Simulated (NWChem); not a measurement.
**Basis-set convergence for allene (C₃H₄)**

```xyz
7

C      0.0000     0.0000     1.3078
C      0.0000     0.0000     0.0000
C      0.0000     0.0000    -1.3078
H      0.0000    -0.9368     1.8749
H      0.0000     0.9368     1.8749
H      0.9368     0.0000    -1.8749
H     -0.9368     0.0000    -1.8749
```
Charge 0, spin multiplicity 1.

All runs are NWChem calculations. Structure: optimised with PBE0/def2-SVP, a minimum by its harmonic frequencies.

Quantity: first vertical ionisation energy at the level G0W0@PBE.

GW and range-separated runs recompute their integrals, the others keep them in memory, which bears on the times.

Costs are rough ratios of processor time within this set of runs, SCF included, with def2-SVP as 1.

```
basis       functions  first vertical ionisation energy (eV)  relative cost
----------  ---------  -------------------------------------  -------------
def2-SVP           62                             (withheld)              1
def2-SVPD          92                             (withheld)        under 3
def2-TZVP         117                             (withheld)              5
def2-TZVPP        149                                   9.72              8
```

### Question
Fill in the missing entries.

### Answer

- def2-SVP, first vertical ionisation energy (eV): 9.42
- def2-SVPD, first vertical ionisation energy (eV): 9.48
- def2-TZVP, first vertical ionisation energy (eV): 9.69
